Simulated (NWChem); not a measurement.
**the pair CH4···BH5S, step by step**

Wanted: the energy (singlet CH9BS, BLYP-D2/STO-3G), then a single-point energy (singlet CH4, BLYP-D2/STO-3G), then the energy (singlet BH5S, BLYP-D2/STO-3G), then the energy (singlet CH4, BLYP-D2/STO-3G), then a single-point energy (singlet BH5S, BLYP-D2/STO-3G) of CH9BS and its partners. 

The results are computed with NWChem 7.3.0.

## 1. The structure to begin with

CH9BS has 12 atoms, charge 0, and is taken as a singlet. The two molecules were placed rigidly side by side, at 1.1 times their contact distance; the pair isn't optimised.

Bond lengths: B6–S7 1.975 Å, C1–H2 1.090 Å, C1–H3 1.090 Å, C1–H4 1.090 Å, C1–H5 1.090 Å, B6–H8 1.207 Å, B6–H9 1.203 Å, B6–H10 1.207 Å, S7–H11 1.346 Å, S7–H12 1.346 Å. Some angles: B6–S7–H11 103.7°, B6–S7–H12 103.7°, S7–B6–H8 100.3°, S7–B6–H9 107.0°, S7–B6–H10 100.3°, H11–S7–H12 92.5°, H8–B6–H9 116.2°, H8–B6–H10 113.7°, H9–B6–H10 116.2°, H2–C1–H3 109.5°.

## 2. The energy at BLYP-D2/STO-3G (run 1)

ch9bs.nw

```
start ch9bs
title "CH9BS"
memory 2200 mb

geometry units atomic noautosym nocenter noautoz
   C  -0.00003779  0.00003779 -0.00003779
   H   0.30042866 -0.45954360  1.98455258
   H  -1.90242508  0.74685756 -0.25118240
   H   0.22616242 -1.69977085 -1.14010957
   H   1.37587180  1.41241910 -0.59322283
   B   0.52150772 -0.26459945  8.48617421
   S   2.90949793 -3.12456766  8.70405963
   H   1.74548333  1.19425022  7.22918508
   H   0.06615931  0.38255616 10.61644357
   H  -1.19101879 -1.24742711  7.34260645
   H   4.68311928 -2.30552256 10.33311694
   H   1.86085111 -4.65517023 10.44415724
end

basis spherical bse
   * library STO-3G
end

dft
   xc becke88 lyp
   disp vdw 2
   grid fine
   convergence energy 1e-08
   iterations 100
   mulliken
   noprint "final vectors analysis"
end

task dft
```

The run is started by

```console
$ nwchem ch9bs.nw > ch9bs.out
```

The program printed:

```text
[...]
          Wavefunction type:  closed shell.
          No. of atoms     :    12
          No. of electrons :    36
[...]
          Charge           :     0
          Spin multiplicity:     1
[...]
          AO basis - number of functions:    28
[...]
              XC Information
              --------------
                    Becke 1988 Exchange Functional  1.000
              Lee-Yang-Parr Correlation Functional  1.000
[...]
 d= 0,ls=0.0,diis     1   -461.1845593562 -5.57D+02  3.08D-02  2.23D-01     1.8
[...]
 d= 0,ls=0.0,diis     7   -461.2234878542 -9.99D-09  2.04D-06  2.14D-09     6.4
         Total DFT energy =     -461.223487854193
      One electron energy =     -824.760467668646
           Coulomb energy =      306.097741054814
    Exchange-Corr. energy =      -38.505770040253
 Nuclear repulsion energy =       95.952197417499
    Dispersion correction =       -0.007188617607
[...]
      Total Density - Mulliken Population Analysis
     ---------------------------------------------
    Atom       Charge   Shell Charges
 -----------   ------   -------------------------------------------------------
    1 C    6     6.32   1.99  1.21  3.12
    2 H    1     0.91   0.91
    3 H    1     0.92   0.92
    4 H    1     0.93   0.93
    5 H    1     0.92   0.92
    6 B    5     5.13   1.98  0.96  2.18
    7 S   16    15.69   2.00  1.99  5.95  1.86  3.89
    8 H    1     1.09   1.09
    9 H    1     1.10   1.10
   10 H    1     1.09   1.09
[...]
```

Run time: 7.2 s. Hardware: 1 thread of Intel Xeon Platinum 8259CL at 2.50GHz (Skylake/Cascade Lake), shared host; peak memory 0.12 GiB.

## 3. CH4: a single-point energy at BLYP-D2/STO-3G (run 2)

struct.nw

```
start struct
title "CH4 energy"
memory total 2200 mb

geometry units angstrom noautosym nocenter noautoz
  C    -0.000020    0.000020   -0.000020
  H     0.158980   -0.243180    1.050180
  H    -1.006720    0.395220   -0.132920
  H     0.119680   -0.899480   -0.603320
  H     0.728080    0.747420   -0.313920
end

basis "ao basis" spherical bse
  * library STO-3G
end

dft
  xc becke88 lyp
  disp vdw 2
  grid fine
  convergence energy 1e-08
  iterations 100
  mulliken
  noprint "final vectors analysis"
end

task dft energy
```

The run is started by

```console
$ nwchem struct.nw > struct.out
```

The program printed:

```text
[...]
          Wavefunction type:  closed shell.
          No. of atoms     :     5
          No. of electrons :    10
[...]
          Charge           :     0
          Spin multiplicity:     1
[...]
          AO basis - number of functions:     9
[...]
              XC Information
              --------------
                    Becke 1988 Exchange Functional  1.000
              Lee-Yang-Parr Correlation Functional  1.000
[...]
 d= 0,ls=0.0,diis     1    -39.9894707748 -5.34D+01  3.21D-02  4.87D-02     0.5
[...]
 d= 0,ls=0.0,diis     5    -39.9958675154 -2.26D-09  2.63D-08  2.61D-14     1.2
         Total DFT energy =      -39.995867515405
      One electron energy =      -79.432354911996
           Coulomb energy =       32.881159321820
    Exchange-Corr. energy =       -6.883248903000
 Nuclear repulsion energy =       13.439765245045
    Dispersion correction =       -0.001188267274
[...]
      Total Density - Mulliken Population Analysis
     ---------------------------------------------
    Atom       Charge   Shell Charges
 -----------   ------   -------------------------------------------------------
    1 C    6     6.32   1.99  1.21  3.12
    2 H    1     0.92   0.92
    3 H    1     0.92   0.92
    4 H    1     0.92   0.92
    5 H    1     0.92   0.92
[...]
```

Run time: 1.8 s. Hardware: 1 thread of Intel Xeon Platinum 8259CL at 2.50GHz (Skylake/Cascade Lake), shared host; peak memory 0.11 GiB.

## 4. BH5S: the energy at BLYP-D2/STO-3G (run 3)

run.nw

```
start run
title "BH5S BLYP"
memory total 2200 mb
geometry units angstrom noautosym nocenter noautoz
  B      0.275970    -0.140020     4.490690
  S      1.539640    -1.653450     4.605990
  H      0.923670     0.631970     3.825520
  H      0.035010     0.202440     5.617980
  H     -0.630260    -0.660110     3.885540
  H      2.478200    -1.220030     5.468050
  H      0.984720    -2.463410     5.526810
end
basis spherical bse
  * library STO-3G
end
dft
  xc becke88 lyp
  disp vdw 2
  grid fine
  convergence energy 1e-08
  iterations 100
  mulliken
  noprint "final vectors analysis"
end
task dft energy
```

The run is started by

```console
$ nwchem run.nw > run.out
```

The program printed:

```text
[...]
          Wavefunction type:  closed shell.
          No. of atoms     :     7
          No. of electrons :    26
[...]
          Charge           :     0
          Spin multiplicity:     1
[...]
          AO basis - number of functions:    19
[...]
              XC Information
              --------------
                    Becke 1988 Exchange Functional  1.000
              Lee-Yang-Parr Correlation Functional  1.000
[...]
 d= 0,ls=0.0,diis     1   -421.1942648731 -4.76D+02  4.27D-02  1.74D-01     0.6
[...]
 d= 0,ls=0.0,diis     8   -421.2267443097 -2.67D-10  8.58D-08  4.33D-13     3.1
         Total DFT energy =     -421.226744309668
      One electron energy =     -689.687510930169
           Coulomb energy =      245.343186047577
    Exchange-Corr. energy =      -31.622626395365
 Nuclear repulsion energy =       54.745245420448
    Dispersion correction =       -0.005038452159
[...]
      Total Density - Mulliken Population Analysis
     ---------------------------------------------
    Atom       Charge   Shell Charges
 -----------   ------   -------------------------------------------------------
    1 B    5     5.13   1.98  0.96  2.18
    2 S   16    15.69   2.00  1.99  5.95  1.86  3.89
    3 H    1     1.09   1.09
    4 H    1     1.10   1.10
    5 H    1     1.09   1.09
    6 H    1     0.95   0.95
    7 H    1     0.95   0.95
[...]
```

Wall time 3.9 s (1 thread of Intel Xeon Platinum 8259CL at 2.50GHz (Skylake/Cascade Lake), shared host); peak memory 0.11 GiB.

## 5. CH4 among ghost functions: a single-point energy at BLYP-D2/STO-3G (with ghost functions) (run 4)

ch4.nw

```
start ch4
title "CH4"
memory 2200 mb
charge 0

geometry units angstroms noautosym nocenter noautoz
 C    -0.000020    0.000020   -0.000020
 H     0.158980   -0.243180    1.050180
 H    -1.006720    0.395220   -0.132920
 H     0.119680   -0.899480   -0.603320
 H     0.728080    0.747420   -0.313920
 bqB      0.275970    -0.140020     4.490690
 bqS      1.539640    -1.653450     4.605990
 bqH      0.923670     0.631970     3.825520
 bqH      0.035010     0.202440     5.617980
 bqH     -0.630260    -0.660110     3.885540
 bqH      2.478200    -1.220030     5.468050
 bqH      0.984720    -2.463410     5.526810
end

basis "ao basis" spherical bse
 C library STO-3G
 H library STO-3G
 bqB library B STO-3G
 bqS library S STO-3G
 bqH library H STO-3G
end

dft
 xc becke88 lyp
 disp vdw 2
 grid fine
 convergence energy 1e-08
 iterations 100
 mulliken
 print low
end

task dft energy
```

The run is started by

```console
$ nwchem ch4.nw > ch4.out
```

The program printed:

```text
[...]
 d= 0,ls=0.0,diis     1    -39.9895085513 -5.34D+01  1.03D-02  4.87D-02     1.2
[...]
 d= 0,ls=0.0,diis     5    -39.9959068292 -2.95D-09  4.54D-08  1.30D-12     3.4
         Total DFT energy =      -39.995906829157
      One electron energy =      -79.431677058107
           Coulomb energy =       32.880314163928
    Exchange-Corr. energy =       -6.883120912749
 Nuclear repulsion energy =       13.439765245045
    Dispersion correction =       -0.001188267274
[...]
      Total Density - Mulliken Population Analysis
     ---------------------------------------------
    Atom       Charge   Shell Charges
 -----------   ------   -------------------------------------------------------
    1 C    6     6.32   1.99  1.21  3.12
    2 H    1     0.92   0.92
    3 H    1     0.92   0.92
    4 H    1     0.92   0.92
    5 H    1     0.92   0.92
    6 X    0     0.00   0.00  0.00  0.00
    7 X    0     0.00   0.00  0.00 -0.00  0.00  0.00
    8 X    0     0.00   0.00
    9 X    0     0.00   0.00
   10 X    0     0.00   0.00
[...]
```

It took 4.2 s on 1 thread of Intel Xeon Platinum 8259CL at 2.50GHz (Skylake/Cascade Lake), shared host; peak memory 0.12 GiB.

## 6. BH5S among ghost functions: a single-point energy at BLYP-D2/STO-3G (with ghost functions) (run 5)

struct.nw

```
START struct
TITLE "BH5S BLYP"
memory 2200 mb
GEOMETRY units au noautosym nocenter noautoz
   B   0.52150772 -0.26459945  8.48617421
   S   2.90949793 -3.12456766  8.70405963
   H   1.74548333  1.19425022  7.22918508
   H   0.06615931  0.38255616 10.61644357
   H  -1.19101879 -1.24742711  7.34260645
   H   4.68311928 -2.30552256 10.33311694
   H   1.86085111 -4.65517023 10.44415724
   bqC     -0.000038     0.000038    -0.000038
   bqH      0.300429    -0.459544     1.984553
   bqH     -1.902425     0.746858    -0.251182
   bqH      0.226162    -1.699771    -1.140110
   bqH      1.375872     1.412419    -0.593223
END
BASIS spherical bse
   B library STO-3G
   S library STO-3G
   H library STO-3G
   bqC library C STO-3G
   bqH library H STO-3G
END
DFT
   xc becke88 lyp
   mult 1
   disp vdw 2
   grid fine
   convergence energy 1e-08
   maxiter 100
   mulliken
   noprint "final vectors analysis"
END
TASK dft energy
```

The run is started by

```console
$ nwchem struct.nw > struct.out
```

The program printed:

```text
[...]
          Wavefunction type:  closed shell.
          No. of atoms     :    12
          No. of electrons :    26
[...]
          Charge           :     0
          Spin multiplicity:     1
[...]
          AO basis - number of functions:    28
[...]
              XC Information
              --------------
                    Becke 1988 Exchange Functional  1.000
              Lee-Yang-Parr Correlation Functional  1.000
[...]
 d= 0,ls=0.0,diis     1   -421.1943705370 -4.76D+02  2.90D-02  1.74D-01     1.7
[...]
 d= 0,ls=0.0,diis     8   -421.2268591707 -2.71D-10  6.27D-08  5.24D-13     6.1
         Total DFT energy =     -421.226859170660
      One electron energy =     -689.685406502743
           Coulomb energy =      245.340657434772
    Exchange-Corr. energy =      -31.622313123474
 Nuclear repulsion energy =       54.745241473714
    Dispersion correction =       -0.005038452929
[...]
      Total Density - Mulliken Population Analysis
     ---------------------------------------------
    Atom       Charge   Shell Charges
 -----------   ------   -------------------------------------------------------
    1 B    5     5.13   1.98  0.96  2.18
    2 S   16    15.69   2.00  1.99  5.95  1.86  3.89
    3 H    1     1.09   1.09
    4 H    1     1.10   1.10
    5 H    1     1.09   1.09
    6 H    1     0.95   0.95
    7 H    1     0.95   0.95
    8 X    0    -0.00  -0.00 -0.00 -0.00
    9 X    0     0.00   0.00
   10 X    0     0.00   0.00
[...]
```

It took 6.9 s on 1 thread of Intel Xeon Platinum 8259CL at 2.50GHz (Skylake/Cascade Lake), shared host; peak memory 0.12 GiB.

## 7. Summary of results

| quantity | value |
| --- | --- |
| run 1, BLYP-D2/STO-3G: total energy | -461.22349 Eh |
| run 1, BLYP-D2/STO-3G: dipole moment | 4.91 D |
| run 1, BLYP-D2/STO-3G: dispersion energy | -18.87 kJ/mol |
| CH4: total energy | -39.99587 Eh |
| CH4: dipole moment | 0.00 D |
| CH4: dispersion energy | -3.12 kJ/mol |
| BH5S: total energy | -421.22674 Eh |
| BH5S: dipole moment | 4.89 D |
| BH5S: dispersion energy | -13.23 kJ/mol |
| CH4 among ghost functions: total energy | -39.99591 Eh |
| CH4 among ghost functions: dispersion energy | -3.12 kJ/mol |
| BH5S among ghost functions: total energy | -421.22686 Eh |
| BH5S among ghost functions: dipole moment | 4.89 D |
| BH5S among ghost functions: dispersion energy | -13.23 kJ/mol |
| interaction energy of the rigid parts CH4 and BH5S (parts in their own basis; closest atoms 2.97 Å apart) | -0.024 eV |
| interaction energy of the rigid parts CH4 and BH5S (parts in the whole basis, counterpoise; closest atoms 2.97 Å apart) | -0.020 eV |

The interaction energy of the rigid parts CH4 and BH5S (parts in their own basis; closest atoms 2.97 Å apart) is −0.02 eV (−2.3 kJ/mol): the parts attract. Without counterpoise this holds the superposition error of the basis. The interaction energy of the rigid parts CH4 and BH5S (parts in the whole basis, counterpoise; closest atoms 2.97 Å apart) is −0.02 eV (−0.5 kcal/mol). The basis-set superposition error is 0.4 kJ/mol. Mulliken charges (CH4) run from -0.32 on C1 to +0.08 on H2; they depend strongly on the basis.
